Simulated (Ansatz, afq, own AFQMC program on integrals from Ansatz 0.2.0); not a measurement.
# Atomization energy of Si3Ge2H12, singlet

```
atom    x (Å)    y (Å)    z (Å)
  Si   0.1507   2.7643   0.2218
  Si  -1.0955   1.2899  -1.1127
  Ge   0.2432  -0.5799  -1.7651
  Si   1.2314  -1.5887   0.1624
  Ge  -0.4259  -2.0990   1.8013
   H   1.3380   3.2617  -0.5397
   H  -0.6769   3.9348   0.6470
   H   0.6341   2.0473   1.4429
   H  -1.6117   2.0050  -2.3226
   H  -2.2696   0.7896  -0.3287
   H  -0.6320  -1.6164  -2.5007
   H   1.3463  -0.1129  -2.7380
   H   1.9610  -2.8377  -0.2225
   H   2.2219  -0.6326   0.7514
   H   0.2052  -2.7641   3.0391
   H  -1.4834  -3.0543   1.2153
   H  -1.1371  -0.8069   2.2488
```

Atoms in their ground-state spins without spin–orbit coupling (mostly on UHF) minus the molecule (RHF), without zero-point energy. The geometry is a stationary point, not shown to be a minimum.

Basis def2-SVP. Only valence electrons are correlated. Ansatz 0.2.0 and our own AFQMC program on the same integrals; the CISD trial comes from CCSD amplitudes, and released means the phaseless constraint is let go. Error bars are statistical, one sigma. No spin–orbit coupling. The errors of all members are added in quadrature.

No full CI on the walks' own integrals is used here. The released AFQMC energy serves as the reference, which it does only where one determinant dominates, the energy is flat over the last release times and near the phaseless one (40 meV or 2 meV an electron, half that with transition metals). On small molecules, where full CI could be run and the noise was under 10 meV, such values lay within 10 meV of it in 19 cases of 20, a flattering rate, since the rule was set on those same cases; what remains of the bias isn't in the error bar. Each member takes its own surest rung, up to full CI.

Errors are counted within def2-SVP, not against nature.

Cautions: inner d shell frozen; no relativity below Rb; no spin-orbit coupling; Si₃Ge₂H₁₂ (singlet): the released value is read at 0.60 1/Eh (meV from the phaseless value at times in 1/Eh: 2 ± 10 at 0.20, 2 ± 7 at 0.40, -10 ± 10 at 0.60); other spins of the molecule weren't checked.

```json
{"level": "CCSD", "atomization energy (eV)": "45.139"}
{"level": "MP2", "atomization energy (eV)": "44.598"}
```

(1) From these cheaper values, estimate the atomization energy at the reference level in def2-SVP.

(1) 45.543 ± 0.010 eV (AFQMC with the constraint released in def2-SVP).

```json
{"level": "HF", "atomization energy (eV)": "36.624", "error against released AFQMC (eV)": "-8.920 ± 0.010"}
{"level": "CCSD(T)", "atomization energy (eV)": "45.493", "error against released AFQMC (eV)": "-0.051 ± 0.010"}
{"level": "ph-AFQMC/HF", "atomization energy (eV)": "45.923 ± 0.051", "error against released AFQMC (eV)": "0.380 ± 0.052"}
{"level": "ph-AFQMC/CISD", "atomization energy (eV)": "45.545 ± 0.009", "error against released AFQMC (eV)": "0.001 ± 0.013"}
```

Correlation beyond CCSD(T) adds 0.051 ± 0.010 eV. The perturbative (T) step is worth +0.353 eV.

Released energies are given only where the last usable release times agree within the noise; a slower fall can still hide under it.
